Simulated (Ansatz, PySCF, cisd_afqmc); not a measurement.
System: CHN, charge 0, singlet. CHN (SMILES C#N).
B3LYP-D3(BJ)/def2-TZVP minimum from Ansatz (a program for electronic structure):
```xyz
3

C      0.0000     0.0000    -0.4969
N      0.0000     0.0000     0.6493
H      0.0000     0.0000    -1.5636
```

Atomisation energy term by term, kcal/mol (programs: Ansatz, cisd_afqmc). Radicals and triplets start from unrestricted determinants; spin-orbit coupling is neglected. Correlated methods leave the cores frozen. Rows without X2C or -DK are non-relativistic. AFQMC is phaseless with a CISD trial state; ± is one standard error, without the phaseless bias. Outlying blocks are dropped, and bars are widened where a walk drifts. Over all cases where full CI ran beside it in this data, AFQMC minus full CI had a median of +0.1 mEh and passed +0.4 mEh in a tenth of the cases. CBS(X,Y): correlation extrapolated as X^-3, Hartree-Fock from the larger set (Q,5: extrapolated as (X+1)exp(-9√X)). A bracket is a step between two methods taken in the basis named. 'core' is core correlation in cc-pwCVTZ, 'X2C' scalar relativity in cc-pVTZ-DK, both at CCSD(T). Where a partner has so few electrons that a lower coupled-cluster level is exact, that level stands in.

```json
[
 {"term": "Hartree-Fock", "basis": "CBS(cc-pVQZ,cc-pV5Z)", "kcal/mol": "199.87"},
 {"term": "CCSD correlation", "basis": "CBS(cc-pVQZ,cc-pV5Z)", "kcal/mol": "102.39"},
 {"term": "(T)", "basis": "CBS(cc-pVQZ,cc-pV5Z)", "kcal/mol": "9.09"},
 {"term": "CCSDT(Q) - CCSD(T)", "basis": "cc-pVQZ", "kcal/mol": "0.30"},
 {"term": "CCSDTQ - CCSDT(Q)", "basis": "cc-pVDZ", "kcal/mol": "-0.13"},
 {"term": "core correlation", "basis": "cc-pwCVTZ", "kcal/mol": "1.67"},
 {"term": "scalar relativity", "basis": "X2C, cc-pVTZ-DK", "kcal/mol": "-0.22"},
 {"term": "minus zero-point energy", "basis": "Hessian by PySCF at B3LYP-D3(BJ)/def2-TZVP", "kcal/mol": "-10.27"},
 {"term": "sum: D0", "basis": "", "kcal/mol": "302.7"}
]
```

The step beyond CCSD(T) by other levels: CCSDTQ in cc-pVDZ 0.56; AFQMC/CISD in cc-pVDZ 0.51 ± 0.22; CCSDT(Q) in cc-pVDZ 0.69; AFQMC/CISD in cc-pVTZ 0.25 ± 0.15; CCSDT(Q) in cc-pVTZ 0.34; AFQMC/CISD in cc-pVQZ 0.20 ± 0.26 kcal/mol.
